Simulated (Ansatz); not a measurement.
**O₂+ (quartet): wave-function methods side by side at distance O1–O2 = 1.858 Å, 6-31G**

Aim: climb from Hartree-Fock through coupled cluster and multireference methods for O₂+ (quartet) at one geometry and basis, and see what each rung misses.

Method: 6-31G, core rule «outside noble gas», up to 2 orbitals frozen; program: Ansatz 0.2.0, Gaussian basis.

Plan: UHF; CCSD(T) on ROHF; CCSD(T) on UHF; BCCD(T) on ROHF; CISD as a restricted active space (open shells left free, so some higher excitations enter); CCSDT(Q) on ROHF; CCSDT(Q) on UHF; CISDTQ; CCSDTQ on ROHF; CCSDTQ on UHF; CASSCF and MRCISD+Q, 5 electrons in 5 orbitals; CASSCF and NEVPT2, 5 electrons in 5 orbitals; CASSCF and MRCISD+Q, 11 electrons in 8 orbitals; CASSCF and NEVPT2, 11 electrons in 8 orbitals; Full CI.

25 further runs of the same task are left out: 1 for a known fault of the program, 20 that didn't finish, 4 set aside as unsound or not needed. Runs told in other sessions of the task aren't counted.

### Step 1. What is computed

The geometry derives from a PBE0/def2-TZVP stationary point (not a proven minimum). One bond is set to the value named and the two fragments are kept rigid.

2 atoms, charge 1, spin multiplicity 4.

Atoms are counted from 1 here; the program's logs count them from 0.

No contacts short enough for the rule that draws bonds.

### Step 2. UHF

in.yaml reads:

```yaml
crystal:
  periodic: [false, false, false]
  atoms:
    - {symbol: O, position_ang: [0.000000, 0.000000, 0.000000]}
    - {symbol: O, position_ang: [0.000000, 0.000000, 1.858000]}
basis:
  gaussian: {orbitals: 6-31G}
total_charge: 1
magnetization: {spin_polarized: true, initial_magnetization: 3}
hamiltonian: {xc: hf}
output: {orbitals: {seedname: orbitals}}
```

Started as:

```
$ ansatz run in.yaml --threads 1 --pin off --events-out ev --progress --plain --max-ram 2393MiB
```

Further steps of the session: CCSD(T) on ROHF; CCSD(T) on UHF; BCCD(T) on ROHF; CISD as a restricted active space (open shells left free, so some higher excitations enter); CCSDT(Q) on ROHF; CCSDT(Q) on UHF; CISDTQ; CCSDTQ on ROHF; CCSDTQ on UHF; CASSCF and MRCISD+Q, 5 electrons in 5 orbitals; CASSCF and NEVPT2, 5 electrons in 5 orbitals; CASSCF and MRCISD+Q, 11 electrons in 8 orbitals; CASSCF and NEVPT2, 11 electrons in 8 orbitals; Full CI.

Before running them: what should the planned runs give, taken together? Wanted: FCI from the RHF energy; RMP2 from FCI; RCCSD from FCI; RCCSD(T) from FCI; RCCSDT(Q) from FCI; NEVPT2 pair from FCI; MRCISD+Q pair from FCI; T1 diagnostic; effectively unpaired electrons.

The runs gave:

| quantity | value |
| --- | --- |
| FCI from the ROHF energy | -6.0815 eV |
| RMP2 from FCI | -160.0 meV |
| RCCSD from FCI | +746.2 meV |
| RCCSD(T) from FCI | +197.9 meV |
| RCCSDT(Q) from FCI | -11.0 meV |
| NEVPT2 pair from FCI | +1118.0 meV |
| MRCISD+Q pair from FCI | +313.8 meV |
| levels within 1 kcal/mol (43 meV) | CISDTQ, RCCSDT(Q), RCCSDTQ |
| T1 diagnostic | 0.024 |
| effectively unpaired electrons | 3.75 |

RCCSD(T) misses by +197.9 meV, 3.3 % of the correlation energy. RMP2, RCCSDT(Q) fall below full CI, which methods that aren't variational can do. The occupations show static correlation (3.75 effectively unpaired electrons where one determinant has 3). Of the multireference levels listed MRCISD+Q pair comes nearest in total energy (+313.8 meV), which doesn't show that its space is the better one. Coupled cluster took another determinant than the lowest Hartree-Fock one. These misses are within one basis, not against nature.

With open shells the CI space here admits some higher excitations, so it is larger than plain CISD.
